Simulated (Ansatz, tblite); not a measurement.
Adding an electron: Al2H3⁺ (the lowest singlet isomer of a short search). The state is a singlet with charge 1. Geometry: PBE-D4/def2-TZVP. Ansatz, gas phase; energy differences of separate SCF runs; the reduced species was run as a doublet alone.

```xyz
5

Al    1.244   -0.714   -0.545
Al   -0.949    0.544    0.418
H    -1.034    0.427    1.989
H     2.531   -1.452   -1.117
H    -1.792    1.195   -0.745
```

The xTB rows come from tblite. LC-ωPBE has ω = 0.4 bohr⁻¹. Correlated methods freeze 10 core orbitals. The structure comes from a short search, and lower isomers may exist.

```csv
level,−HOMO (eV),−LUMO (eV),vertical EA (eV),HOMO–LUMO gap (eV)
GFN1-xTB,16.35,12.88,9.98,3.47
GFN2-xTB,15.90,13.61,10.48,2.29
HF/def2-TZVP,15.22,5.23,5.64,9.99
LDA (SPW92)/def2-TZVP,11.89,8.98,6.46,2.90
PBE-D4/def2-TZVP,11.86,8.83,6.42,3.04
r2SCAN-D4/def2-TZVP,12.08,8.63,6.49,3.45
PBE0-D4/def2-TZVP,12.87,8.04,6.38,4.83
r2SCAN0-D4/def2-TZVP,13.00,7.94,6.44,5.07
LC-ωPBE/def2-TZVP,15.37,5.98,6.32,9.40
B2PLYP/def2-TZVP,–,–,6.14,–
```

 Raw xTB energy differences between charge states are shifted by several eV; the methods need an empirical correction for them.
